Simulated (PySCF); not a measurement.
C5H6.
Atom-mapped SMILES: `[CH2:1]=[CH:2][C:3]1=[CH:4][CH2:5]1` (hydrogens: H6, H7 on C1; H8 on C2; H9 on C4; H10, H11 on C5)

Structure used (PBE0-D3(BJ)/def2-SVP), in Å, numbered top down from 1:
```xyz
11
C5H6 angstrom
C      1.4011   -1.3345    0.3837
C      1.2115   -0.0163    0.2238
C     -0.0751    0.5567   -0.0484
C     -0.8546    1.5769   -0.2812
C     -1.5248    0.2384   -0.2625
H      0.5633   -2.0341    0.3108
H      2.3911   -1.7475    0.5901
H      2.0561    0.6774    0.2985
H     -0.9962    2.6465   -0.4121
H     -1.8464   -0.2293   -1.2080
H     -2.1532   -0.0502    0.5965
```

The closed-shell ground state was solved at several levels (PySCF, density fitting, gas phase, non-relativistic).

| level | basis functions | total energy (Eh) | HOMO (eV) | LUMO (eV) | gap (eV) | dipole (D) |
| --- | --- | --- | --- | --- | --- | --- |
| PBE0/pcSseg-1 | 115 | -193.7643 | -6.60 | -1.10 | 5.50 | 0.56 |
| B3LYP/pcJ-1 | 195 | -194.0429 | -6.39 | -1.28 | 5.11 | 0.56 |

Question: Estimate the row for PBE0/def2-SVPD, a basis of 148 functions; the other rows only guide the guess.

Answer: Total energy -193.6589 Eh, HOMO -6.61 eV, LUMO -1.15 eV, gap 5.46 eV, dipole 0.55 D.

Question: Over all these levels, which gives the widest orbital gap and which the narrowest?

Answer: PBE0/pcSseg-1 (global hybrid, 25 % exact exchange) has the widest, 5.50 eV, and B3LYP/pcJ-1 (global hybrid, 20 % exact exchange) the narrowest, 5.11 eV. Functional and basis both differ between the two, so the spread mixes both effects.

Question: How far do the dipole and the HOMO energy spread over the levels?

Answer: The dipole runs from 0.55 to 0.56 D (mean 0.56 D) and the HOMO from -6.61 to -6.39 eV.

One conformer stands for the species.
